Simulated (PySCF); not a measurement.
## B2: a composite coupled-cluster calculation

State: triplet, unpaired electrons π ↑↑. De refers to B + B. ROHF-based CCSD(T) in PySCF 2.14 with B cc-pVTZ and B cc-pVQZ (frozen core orbitals: 2; no relativity). Correlation energies are extrapolated as n⁻³ (n = 3, 4), Hartree–Fock as (n+1)·exp(−9√n). CV is the change on freezing 0 orbitals instead, in B cc-pwCVTZ. SR is the spin-free X2C energy in B cc-pVTZ-DK less the non-relativistic one in B cc-pVTZ.

| Level | Re (Å) | ωe (cm⁻¹) | ωexe (cm⁻¹) | αe (cm⁻¹) | De (eV) |
| --- | --- | --- | --- | --- | --- |
| CCSD(T)/TZ | 1.6002 | 1041.3 | 9.13 | 0.0144 | 2.721 |
| CCSD(T)/QZ | 1.5939 | 1047.9 | 9.10 | 0.0144 | 2.791 |
| HF/CBS | 1.6361 | 937.0 | 9.93 | 0.0162 | 0.911 |
| MP2/CBS | 1.5919 | 1097.5 | 8.78 | 0.0131 | 2.821 |
| CCSD/CBS | 1.5946 | 1040.9 | 9.53 | 0.0149 | 2.413 |
| CCSD(T)/CBS | 1.5906 | 1052.5 | 9.07 | 0.0144 | 2.836 |
| CCSD(T)/CBS+CV | 1.5853 | 1060.2 | 9.09 | 0.0144 | 2.866 |
| CCSD(T)/CBS+CV+SR | 1.5852 | 1059.8 | 9.10 | 0.0145 | 2.864 |

Problem. How much is left between CCSD(T)/QZ and the basis-set limit, and how much do the triples give at the limit?

Solution. CCSD(T)/CBS less CCSD(T)/QZ: -3.3 mÅ in Re, +4.6 cm⁻¹ in ωe and +0.045 eV in De. CCSD(T)/CBS less CCSD/CBS: -4.0 mÅ in Re, +11.6 cm⁻¹ in ωe and +0.423 eV in De.

Problem. What do the later terms add?

Solution. CV: -5.3 mÅ in Re, +7.7 cm⁻¹ in ωe and +0.030 eV in De; SR: -0.1 mÅ in Re, -0.4 cm⁻¹ in ωe and -0.002 eV in De, each against the row above.

The T1 diagnostic is 0.042, large enough to doubt a single reference. The state was picked by a PBE0 search and need not be the measured ground state. Spin–orbit coupling, excitations beyond (T) and corrections to the Born–Oppenheimer picture are left out.

The whole job (state search and all basis sets along the bond) took about 6.5 min on 4 threads of Intel Xeon 6975P-C (shared host), peak memory 8.1 GiB.
